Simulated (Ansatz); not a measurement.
Geometry optimisation, RKS PBE-D4/STO-3G (Ansatz 0.2.0).

input.yaml

```yaml
crystal:
  periodic: [false, false, false]
  atoms:
    - { symbol: B, position_ang: [-1.22522, 1.11425, -1.65613] }
    - { symbol: Al, position_ang: [0.03678, 0.7861, -0.01325] }
    - { symbol: Si, position_ang: [0.82145, -1.21641, 1.11536] }
    - { symbol: H, position_ang: [-1.74048, 0.24725, -2.27275] }
    - { symbol: H, position_ang: [-1.49802, 2.1944, -2.04589] }
    - { symbol: H, position_ang: [0.58532, 2.11554, 0.65107] }
    - { symbol: H, position_ang: [2.15424, -1.72806, 0.71412] }
    - { symbol: H, position_ang: [-0.05835, -2.39763, 0.91778] }
    - { symbol: H, position_ang: [0.92428, -1.11545, 2.58969] }
basis:
  gaussian: { orbitals: STO-3G }
hamiltonian:
  xc: pbe
  dispersion: d4
relax:
  f_tol: 0.02
  max_steps: 40
```

Launched with:

```bash
$ ansatz run input.yaml --threads 1 --pin off --max-ram 2048MiB --backend cpu --events-out ev --progress --plain --runs-dir out
```

**Question.** Where does it end, and by what steps?

**Answer.** The forces met the threshold. Limits of this set-up: minimal basis. After 13 steps the energy has fallen by 0.579 eV; H5 moved furthest, 1.40 Å.

```tsv
step	energy less start (eV)	largest force component (eV/Å)	accepted
0	0.0000	1.014	yes
1	-0.2238	0.497	yes
2	-0.2507	0.111	yes
3	-0.2561	0.116	yes
4	-0.2619	0.114	yes
5	-0.2816	0.277	yes
6	-0.3047	0.734	yes
7	-0.3506	0.881	yes
8	-0.4106	0.690	yes
9	-0.4986	0.334	yes
10	-0.5585	0.178	yes
11	-0.5767	0.103	yes
12	-0.5772	0.150	yes
13	-0.5788	0.019	yes
```

```xyz
9
Properties=species:S:1:pos:R:3
B -1.123 0.993 -1.497
Al 0.266 0.857 -0.051
Si 0.642 -1.122 1.074
H -0.896 0.754 -2.634
H -2.251 1.285 -1.285
H 1.112 2.059 0.328
H 1.934 -1.709 0.734
H -0.342 -2.162 0.807
H 0.659 -0.956 2.523
```

Time of the run: 20 s on 1 thread of Arm Neoverse V1 (shared host), peak memory 0.12 GiB.
